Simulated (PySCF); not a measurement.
CH2-triplet, CH2 (triplet state).
Atom-mapped SMILES: `[CH2:1]` (hydrogens: H2, H3 on C1)

Method: PySCF 2.14.0, UKS B3LYP, IGLO-III on C, pcH-1 on H, non-relativistic, mean-field spin-orbit, GIAO. Isolated species at its PBE0-D3(BJ)/def2-SVP geometry, gas phase.

Problem. Give the principal g shifts and their parts.

Solution. 
| Δg (ppm) | 1 | 2 | 3 |
| --- | --- | --- | --- |
| relativistic mass correction | -133 | -133 | -133 |
| gauge correction | 27 | 9 | 20 |
| orbital Zeeman/spin–orbit | -1 | 276 | 290 |
| total | -107 | 152 | 178 |

So g = 2.00221, 2.00247, 2.00250 and g_iso = 2.00239; the tensor is close to axial: the two nearest values differ by 9 % of g3 − g1.  With S = 1 there is also a zero-field splitting, D = +0.81 cm⁻¹, to set against the quantum of 0.317 cm⁻¹ at 9.5 GHz.

Problem. What are the electron Larmor frequencies g μB B/h along the three axes at 330 mT?

Solution. 9.2477, 9.2489, 9.2491 GHz for g1, g2 and g3, a range of 1.3 MHz.

Problem. How much does each term add to the isotropic shift?

Solution. The orbital-Zeeman/spin–orbit term 188, the mass correction -133 and the gauge correction 19 ppm, for a total of 74 ppm. The orbital-Zeeman/spin–orbit term is the largest in size. The mass correction is the same along every axis, so the anisotropy comes from the other two: their spans along these axes are 18 (gauge) and 291 ppm (orbital Zeeman/spin–orbit).

The largest Mulliken spin population is on C1 (+2.07).

The HOMO–LUMO gaps are 8.49 eV among the α and 9.32 eV among the β orbitals.

The run took 1.1 s wall on one thread of an Arm Neoverse V2, no GPU, shared host.
